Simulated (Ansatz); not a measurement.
# triplet PO(-): levels of theory in one basis

| atom | x (Å) | y (Å) | z (Å) |
| --- | --- | --- | --- |
| P | 0.0000 | 0.0000 | -0.7849 |
| O | 0.0000 | 0.0000 | 0.7849 |

Basis set: def2-SVP (spherical functions). Frozen core: 6 orbitals. Correlation on ROHF uses semicanonical orbitals with singles. Charge -1, multiplicity 3.

Computed with Ansatz (development build ahead of 0.2.0); each method stands on the lowest determinant of its kind that the runs found.

| method | E − E(ROHF) (eV) | <S²> of the determinant |
| --- | --- | --- |
| ROHF | 0.00 | 2.00 |
| UHF | -0.24 | 2.03 |
| ROHF-MP2 | -7.76 | – |
| ROHF-CCSD(T) | -8.25 | – |
| UHF-CCSD(T) | -8.24 | 2.03 |

(1) What does UHF-MP2 give on the same scale?

(2) Is a single determinant a sound starting point here?

Answers

(1) -7.68 eV.

(2) By this sign, yes. Unrestricted orbitals gain 0.24 eV and <S²> is 2.03 against 2.00 for a pure state.

Caution: no diffuse functions for an anion.
